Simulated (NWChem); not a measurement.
Program: NWChem. System: CH₃O, charge 0, spin multiplicity 2, at a geometry optimised with UPBE0/def2-SVP. The structure started from a generated list of species. Its SCF solution wasn't tested for a lower state. Level: UMP2/def2-TZVP, 2 core orbitals frozen.

Output (cleaned and shortened):

```
             Northwest Computational Chemistry Package (NWChem) 7.3.0
             --------------------------------------------------------

                                NWChem Input Module
                                -------------------

 Scaling coordinates for geometry "geometry" by  1.889725989
 (inverse scale =  0.529177249)

                             Geometry "geometry" -> ""
                             -------------------------

 Output coordinates in angstroms (scale by  1.889725989 to convert to a.u.)

  No.       Tag          Charge          X              Y              Z
 ---- ---------------- ---------- -------------- -------------- --------------
    1 C                    6.0000    -0.62487600     0.23698000     0.12222700
    2 O                    8.0000     0.58651700    -0.32884200    -0.08322400
    3 H                    1.0000    -1.46345900    -0.44303000    -0.03794400
    4 H                    1.0000    -0.75029000     1.31177700    -0.04907700
    5 H                    1.0000     1.27086800     0.34010600     0.01944500

 Effective nuclear repulsion energy (a.u.)      35.4156775642

            Nuclear Dipole moment (a.u.)
            ----------------------------
        X                 Y               Z
 ---------------- ---------------- ----------------
    -0.0000018897    -0.0000056692    -0.0000113384


 Summary of "ao basis" -> "" (spherical)
 ------------------------------------------------------------------------------
       Tag                 Description            Shells   Functions and Types
 ---------------- ------------------------------  ------  ---------------------
 *                         def2-tzvp                  on all atoms

 Summary of "ao basis" -> "ao basis" (spherical)
 ------------------------------------------------------------------------------
       Tag                 Description            Shells   Functions and Types
 ---------------- ------------------------------  ------  ---------------------
 C                         def2-tzvp                11       31   5s3p2d1f
 O                         def2-tzvp                11       31   5s3p2d1f
 H                         def2-tzvp                 4        6   3s1p

                                 NWChem SCF Module
                                 -----------------

  ao basis        = "ao basis"
  functions       =    80
  atoms           =     5
  alpha electrons =     9
  beta  electrons =     8
[...]
     2   0 2 0     -9.189443    -10.704454    -10.036525     11.551537
     2   0 1 1     -0.126970     -0.833896     -0.549296      1.256222
     2   0 0 2    -10.617770     -6.764571     -4.386262      0.533063

                   NWChem MP2 Semi-direct Energy/Gradient Module
                   ---------------------------------------------

  Basis functions       =     80
  Molecular orbitals    =     80
  Frozen core           =      2
  Frozen virtuals       =      0
  Active alpha occupied =      7
  Active beta occupied  =      6
  Active alpha virtual  =     71
  Active beta virtual   =     72
  Use MO symmetry       = F
  Use skeleton AO sym   = F

  AO/Fock/Back tols     =   1.0D-09  1.0D-09  1.0D-09

 GA uses MA = F    GA memory limited = T

 Available:
  local mem=  1.26D+08
 global mem=  1.44D+08
 local disk=  0.00D+00
  mp2_memr nvloc                    71
  nvloc new                    71
   1 passes of   7:        5242880                      37896                   5482595.
   1 passes of   7: M    126152834           G      144166400           F     120909954.

 Semi-direct pass number   1 of   1  for UHF alpha       at        2.2s
  vrange nnbf                  3238
  mp2_eaftype                    20  avail_ma_in_mb                  1099
 EAF : mp2_eaftype filesize          20    2741298.
  mp2_eaf for mointskh                     20
Node 0 wrote     12.9 Mb in      0.0 s     Agg I/O rate:  2413.2 Mb/s
 Done moints_semi at        3.2s
  mp2_eaftype                    20  avail_ma_in_mb                  1079
 EAF : mp2_eaftype filesize          20    2741298.
  mp2_eaf for kh                    20
 Done maket at        3.3s
 Done multipass loop at        3.3s

 GA uses MA = F    GA memory limited = T

 Available:
  local mem=  1.26D+08
 global mem=  1.44D+08
 local disk=  0.00D+00
  mp2_memr nvloc                    72
  nvloc new                    72
   1 passes of   6:        5242880                      34647                   4766997.
   1 passes of   6: M    126152834           G      144166400           F     120909954.

 Semi-direct pass number   1 of   1  for UHF beta        at        3.4s
  vrange nnbf                  3238
  mp2_eaftype                    18  avail_ma_in_mb                  1099
 EAF : mp2_eaftype filesize          18    2383499.
  mp2_eaf for mointskh                     18
Node 0 wrote     11.2 Mb in      0.0 s     Agg I/O rate:  3084.9 Mb/s
 Done moints_semi at        5.0s
  mp2_eaftype                    18  avail_ma_in_mb                  1081
 EAF : mp2_eaftype filesize          18    2383499.
  mp2_eaf for kh                    18
 Done maket at        5.0s
 Done multipass loop at        5.0s

          -------------------------------------------
          SCF energy                -114.465609050943
          Correlation energy          -0.382873397421
          Singlet pairs                0.000000000000
          Triplet pairs                0.000000000000
          Total MP2 energy          -114.848482448364
          -------------------------------------------

          ---------------------------------------------------
                    Spin Component Scaled (SCS) MP2
          Same spin pairs                     -0.092966429234
          Same spin scaling factor             0.333333333333
          Opposite spin pairs                 -0.289906968187
          Opposite spin scaling fact.          1.200000000000
          SCS-MP2 correlation energy          -0.378877171569
          Total SCS-MP2 energy              -114.844486222513
          ---------------------------------------------------

 -----------------------
 Performance information
 -----------------------

 Timer overhead =  1.83D-07 seconds/call

               Nr. of calls         CPU time (s)                 Wall time (s)                GFlops
             ---------------    -------------------     ------------------------------   -------------------
Name         Min   Avg   Max    Min     Avg     Max     Min     Avg     Max   Mx/calls   Min     Max     Sum
mp2: moin     2     2     2    2.6     2.6     2.6      2.6     2.6     2.6     1.3      0.0     0.0     0.0
mp2: make     2     2     2   0.17    0.17    0.17     0.17    0.17    0.17    8.31E-2   0.0     0.0     0.0
mp2: tota     1     1     1    2.9     2.9     2.9      2.9     2.9     2.9     2.9      0.0     0.0     0.0

 The average no. of pstat calls per process was 5.00D+00
 with a timing overhead of 9.14D-07s

 Task  times  cpu:        5.0s     wall:        5.0s

 Total times  cpu:        5.1s     wall:        5.1s
```

Problem. Write an NWChem input that would produce this output.

Solution. One answer among several that fit: 
```
start mol
memory heap 200 mb stack 900 mb global 1100 mb
geometry units angstroms nocenter noautoz noautosym
  C     -0.624876     0.236980     0.122227
  O      0.586517    -0.328842    -0.083224
  H     -1.463459    -0.443030    -0.037944
  H     -0.750290     1.311777    -0.049077
  H      1.270868     0.340106     0.019445
end
basis spherical
  * library def2-tzvp
end
scf
  uhf
  nopen 1
  maxiter 100
  thresh 1e-7
  semidirect memsize 60000000 filesize 0
  # guess.movecs holds the orbitals of an unrestricted PBE0 run
  vectors input guess.movecs output mol.movecs
end
mp2
  freeze core 2
end
task mp2 energy
```
